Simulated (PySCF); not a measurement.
**Level sweep**

Compound: 2,3-butanedione, C₄H₆O₂.
InChI=1S/C4H6O2/c1-3(5)4(2)6/h1-2H3

PySCF, dipoles from the SCF density, polarisabilities from static response with core orbitals frozen. The structure is a single PBE0-D3(BJ)/def2-SVP conformer in the gas phase; no vibrational or solvent corrections.

Q: How do dipole and polarisability depend on functional and basis here?

A: 

```json
{"level": "B3LYP/def2-SVPD", "α (au)": "54.79", "error (%)": "-1.0", "anisotropy (au)": "21.12"}
{"level": "CAM-B3LYP/def2-SVPD", "α (au)": "53.86", "error (%)": "-2.7", "anisotropy (au)": "20.14"}
{"level": "wB97X-D/def2-SVPD", "α (au)": "53.87", "error (%)": "-2.7", "anisotropy (au)": "20.13"}
{"level": "LC-wPBE/def2-SVPD", "α (au)": "52.56", "error (%)": "-5.0", "anisotropy (au)": "19.46"}
{"level": "PBE0/6-31G*", "α (au)": "44.41", "error (%)": "-19.8", "anisotropy (au)": "19.76"}
{"level": "PBE0/def2-SVP", "α (au)": "45.32", "error (%)": "-18.1", "anisotropy (au)": "19.52"}
{"level": "PBE0/def2-TZVP", "α (au)": "51.98", "error (%)": "-6.1", "anisotropy (au)": "21.06"}
```

Reference polarisability: 8.201 Å³ (measured, gas; NIST CCCBDB Release 22 (SRD 101), experimental polarizabilities). The anisotropy is √(½[(α1 − α2)² + (α2 − α3)² + (α3 − α1)²]). For the polarisability, the smallest error is 1.0% (B3LYP/def2-SVPD) and the largest 19.8% (PBE0/6-31G*). The dipole stays under 0.05 D at every level. In one basis (def2-SVPD) the functionals order the polarisability from LC-wPBE (lowest) to B3LYP (highest), a spread of 4%. Measured values can belong to vibrating molecules and may average over conformers; the computed ones are for one fixed geometry.
